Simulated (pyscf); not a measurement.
## Routes from HO–Si(OH)(OH)–F (SMILES O[Si](O)(O)F) + H₂ (SMILES [H][H])

Candidate steps break at most two bonds and form at most two. Each was searched with GFN2-xTB (tblite) first. Structures and frequencies: ωB97X-D3(BJ)/def2-SVP in PySCF. Energies: ωB97M-D3(BJ)/def2-TZVP, eV, from the separated reactants, singlet surface; ΔG‡ with ideal gas, 1 atm, RRHO with modes under 100 cm⁻¹ raised to 100, one conformer, R ln 2 for chiral ones without a mode under 150 cm⁻¹.

```json
[
 {"products": "H₂O + HO–SiH(OH)–F", "type": "four-centre exchange", "ΔE‡": "2.37", "ΔE": "+1.01", "ΔG‡ 298 K": "2.86", "ΔG‡ 900 K": "3.75", "ν‡ (cm⁻¹)": "1327i"},
 {"products": "HO–SiH(OH)–OH + HF", "type": "four-centre exchange", "ΔE‡": "2.50", "ΔE": "+1.47", "ΔG‡ 298 K": "2.99", "ΔG‡ 900 K": "3.87", "ν‡ (cm⁻¹)": "1008i"},
 {"products": "HO–Si(OH)(OH)–F + H₂", "type": "four-centre exchange", "ΔE‡": "2.94", "ΔE": "0.00", "ΔG‡ 298 K": "3.23", "ΔG‡ 900 K": "3.96", "ν‡ (cm⁻¹)": "2746i"}
]
```

Row 1: On the product side the descent ends in a complex (not fully relaxed), 0.35 eV under the separated species and 1.73 eV under the saddle at ωB97X-D3(BJ)/def2-TZVP. Row 2: On the product side the descent ends in a complex, 0.19 eV under the separated species and 1.25 eV under the saddle at ωB97X-D3(BJ)/def2-TZVP. 

Plain bond fissions and candidates not yet searched are not listed, and one of them may be faster. Each barrier is that of the saddle found; lower ones may exist.
